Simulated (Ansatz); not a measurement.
**C₂H₄F₂: small, medium and large basis sets**

How large a basis does C₂H₄F₂ need? Two functionals and correlated methods are run in growing sets.

The runs use Ansatz 0.2.0, Gaussian basis; one geometry, several basis sets.

Levels to be run: PBE0-D4/def2-SVP; ωB97M-V/def2-SVP; PBE0-D4/def2-QZVPP; ωB97M-V/def2-QZVPP; CCSD(T)/cc-pV(D+d)Z; CCSD(T)/cc-pV(T+d)Z; CCSD(T)/cc-pV(Q+d)Z; the functionals' def2-TZVPP values are taken from earlier runs.

## (1) Structure used throughout

An earlier PBE0-D4/def2-TZVP relaxation fixed the geometry.

8 atoms, charge 0, spin multiplicity 1.

Atoms are counted from 1 here; the program's logs count them from 0.

Bond lengths: C1–C2 1.497 Å, C1–H5 1.091 Å, C1–H6 1.091 Å, C1–H7 1.091 Å, C2–F3 1.361 Å, C2–F4 1.361 Å, C2–H8 1.095 Å. Angles: C2–C1–H5 109.4°, C2–C1–H6 109.9°, C2–C1–H7 109.9°, H5–C1–H6 109.3°, H5–C1–H7 109.3°, H6–C1–H7 109.1°, C1–C2–F3 110.3°, C1–C2–F4 110.3°, C1–C2–H8 114.0°, F3–C2–F4 107.0°, F3–C2–H8 107.5°, F4–C2–H8 107.5°.

Geometry (Å):

```tsv
atom	x (Å)	y (Å)	z (Å)
C1	0.00332	0.77763	0.02335
C2	-0.05202	-0.71820	-0.00824
F3	0.92547	-1.24345	0.77912
F4	0.16824	-1.17211	-1.27187
H5	0.98140	1.11191	-0.32544
H6	-0.15718	1.13281	1.04184
H7	-0.77101	1.19063	-0.62402
H8	-1.00613	-1.13642	0.32948
```

## (2) PBE0-D4 in def2-SVP

in.yaml

```yaml
crystal:
  periodic: [false, false, false]
  atoms:
    - {symbol: C, position_ang: [0.003323, 0.777632, 0.023346]}
    - {symbol: C, position_ang: [-0.052017, -0.718202, -0.008238]}
    - {symbol: F, position_ang: [0.925473, -1.243449, 0.779120]}
    - {symbol: F, position_ang: [0.168244, -1.172106, -1.271873]}
    - {symbol: H, position_ang: [0.981400, 1.111911, -0.325444]}
    - {symbol: H, position_ang: [-0.157185, 1.132809, 1.041837]}
    - {symbol: H, position_ang: [-0.771006, 1.190629, -0.624024]}
    - {symbol: H, position_ang: [-1.006132, -1.136422, 0.329475]}
basis:
  gaussian: {orbitals: def2-SVP}
hamiltonian: {xc: pbe0, dispersion: d4}
output: {orbitals: {seedname: orbitals}}
```

Started as:

```console
ansatz run in.yaml --threads 2 --pin off --events-out ev --progress --plain --max-ram 32768MiB --backend cpu
```

Further steps of the session: ωB97M-V in def2-SVP; PBE0-D4 in def2-QZVPP; ωB97M-V in def2-QZVPP; CCSD(T) in cc-pV(D+d)Z; CCSD(T) in cc-pV(T+d)Z; CCSD(T) in cc-pV(Q+d)Z.

Q: Predict the results of all the runs planned. Wanted: MP2 correlation recovered, cc-pV(D+d)Z; MP2 correlation recovered, cc-pV(T+d)Z; MP2 correlation recovered, cc-pV(Q+d)Z; difference of two CCSD(T) limits: def2 sets; PBE0-D4: double and triple zeta above quadruple; ωB97M-V: double and triple zeta above quadruple.

**Answer**, as computed:

| quantity | value |
| --- | --- |
| MP2 correlation recovered, cc-pV(D+d)Z | 67.6 % |
| MP2 correlation recovered, cc-pV(T+d)Z | 87.6 % |
| MP2 correlation recovered, cc-pV(Q+d)Z | 94.9 % |
| difference of two CCSD(T) limits: def2 sets (earlier runs) less this series | 7 meV |
| PBE0-D4: double and triple zeta above quadruple | 9.48, 0.40 eV |
| ωB97M-V: double and triple zeta above quadruple | 9.74, 0.39 eV |

**Reading.** For PBE0-D4 the step from double to triple zeta gains 9.07 eV and the next only 0.40 eV. In cc-pV(D+d)Z MP2 holds 68 % of its limit, in cc-pV(Q+d)Z 95 %, while Hartree-Fock is within 0.178 eV in the largest set. A limit from the def2 sets, made apart, differs by 7 meV, a least measure of the doubt on such a limit. Total energies overstate the basis error of differences, where much of it tends to cancel. The LUMO of ωB97M-V is positive and keeps falling with the basis (3.77 to 2.00 eV): an unbound level that the basis holds in place.
